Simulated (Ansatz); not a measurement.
# [H···H···OH], doublet along the distance H1-H2

Starting geometry:

```xyz
4

H    -1.7980    0.0498    0.0000
H    -1.0530    0.0498    0.0000
O     0.1540    0.0498    0.0000
H     0.4059   -0.8901    0.0000
```

From there H2 is moved from one fragment to the other while all else, the fragments' distance too, stays fixed; atoms are numbered as listed. Energies are in eV, counted from the starting geometry at the same level. Kohn–Sham curves are unrestricted where that lies lower.

Basis 6-31G; Ansatz 0.2.0. Correlated methods freeze the noble-gas cores.

Full CI is exact within this basis and frozen core; it isn't the basis-set limit.

```json
{"distance H1-H2 (Å)": "0.693", "PBE": "0.165"}
{"distance H1-H2 (Å)": "0.745", "PBE": "0.000"}
{"distance H1-H2 (Å)": "0.776", "PBE": "-0.065"}
{"distance H1-H2 (Å)": "0.807", "PBE": "-0.113"}
{"distance H1-H2 (Å)": "0.838", "PBE": "-0.146"}
{"distance H1-H2 (Å)": "0.869", "PBE": "-0.167"}
{"distance H1-H2 (Å)": "0.900", "PBE": "-0.173"}
{"distance H1-H2 (Å)": "0.931", "PBE": "-0.162"}
{"distance H1-H2 (Å)": "0.962", "PBE": "-0.127"}
```

**Question.** Estimate the full CI curve in 6-31G from this one, knowing how PBE errs.

**Answer.** The computed full CI values, in eV from the starting point, and the error of PBE against them:
```
distance H1-H2 (Å)  full CI  PBE less full CI
             0.693    0.099             0.066
             0.745    0.000             0.000
             0.776   -0.040            -0.025
             0.807   -0.075            -0.038
             0.838   -0.109            -0.038
             0.869   -0.143            -0.024
             0.900   -0.174             0.001
             0.931   -0.198             0.036
             0.962   -0.205             0.078
```

The error spans 0.116 eV and is largest, 0.078 eV, at 0.962 Å.

In so small a basis the reference is far from its limit while semilocal and hybrid functionals are nearer theirs, so the functionals' errors here hold much of the reference's basis and frozen-core error, which can add to them or hide them.
